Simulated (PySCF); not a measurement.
Gas-phase reaction: 3 SiH + SiCl₃ ⇌ 3 SiHCl + Si

Method: PySCF energies plus ideal-gas RRHO corrections (1 bar). † marks an energy on the PBE0/def2-TZVP geometry and frequencies; other levels use their own. MP2 freezes the core. 6-31G* has spherical d functions here. Open shells (unrestricted): SiH (multiplicity 2), SiCl₃ (multiplicity 2), Si (multiplicity 3); the rest are closed-shell singlets. Spin-orbit splitting is ignored; it lowers the true energy and changes the entropy of SiH, Si. B3LYP is the form with VWN-RPA correlation. SiHCl: computed as isolated molecules; such fragments, hydroxides, amides, oligomers or adducts are transient or little studied in the gas. MP2 isn't extrapolated to the basis-set limit.

```json
[
 {"level": "B3LYP/6-31G*", "ΔH°(298 K), kJ": "?"},
 {"level": "B3LYP/def2-TZVP†", "ΔH°(298 K), kJ": "-156"},
 {"level": "HF/6-31G*", "ΔH°(298 K), kJ": "?"},
 {"level": "M06-2X/def2-TZVP†", "ΔH°(298 K), kJ": "?"},
 {"level": "MP2/def2-SVP†", "ΔH°(298 K), kJ": "-142"},
 {"level": "PBE/def2-SVP", "ΔH°(298 K), kJ": "-151"},
 {"level": "PBE/def2-TZVP†", "ΔH°(298 K), kJ": "?"},
 {"level": "PBE0/def2-SVP†", "ΔH°(298 K), kJ": "-137"},
 {"level": "PBE0/def2-TZVP", "ΔH°(298 K), kJ": "-137"},
 {"level": "ωB97X-V/def2-TZVP†", "ΔH°(298 K), kJ": "-149"}
]
```

**Question.** What belongs in the gaps?

**Answer.** 
- B3LYP/6-31G*, ΔH°(298 K), kJ: -160
- HF/6-31G*, ΔH°(298 K), kJ: -96
- M06-2X/def2-TZVP†, ΔH°(298 K), kJ: -158
- PBE/def2-TZVP†, ΔH°(298 K), kJ: -152
